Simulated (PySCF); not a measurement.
Geometries of 2 isomers of C3H5ClS, from PySCF, PBE0-D3(BJ)/def2-SVP geometry optimisation, gas phase. One conformer each, no zero-point energy, no frequencies.

Question: Which is lower in electronic energy at this level?
A.
```xyz
10
angstrom
C     -0.982    0.824   -0.540
C      0.104    0.228    0.289
S     -0.013   -0.008    1.893
C      1.344   -0.240   -0.426
Cl     1.855    0.817   -1.777
H     -0.635    1.782   -0.962
H     -1.886    0.988    0.058
H     -1.208    0.178   -1.406
H      2.179   -0.330    0.278
H      1.141   -1.233   -0.861
```
B.
```xyz
10
angstrom
C     -2.089   -0.104    0.306
C     -0.806   -0.327    0.606
Cl    -0.230   -1.956    0.852
S      0.331    0.978    0.907
C      1.785    0.423   -0.011
H     -2.428    0.915    0.115
H     -2.809   -0.923    0.266
H      1.578    0.358   -1.089
H      2.131   -0.547    0.369
H      2.561    1.181    0.166
```

Answer: A. That is `CC(=S)CCl`, 7.6 kcal/mol below the other.

```csv
SMILES,atoms numbered as above,E (Eh),relative (kcal/mol),relative (kJ/mol),dipole (D)
CC(=S)CCl,[CH3:1][C:2](=[S:3])[CH2:4][Cl:5],-974.92170,0.0,0.0,1.41
C=C(Cl)SC,[CH2:1]=[C:2]([Cl:3])[S:4][CH3:5],-974.90955,7.6,31.9,1.12
```

As drawn, the lower has a C=S bond, which the higher lacks; the higher has a C=C bond outside aromatic rings, which the lower lacks.
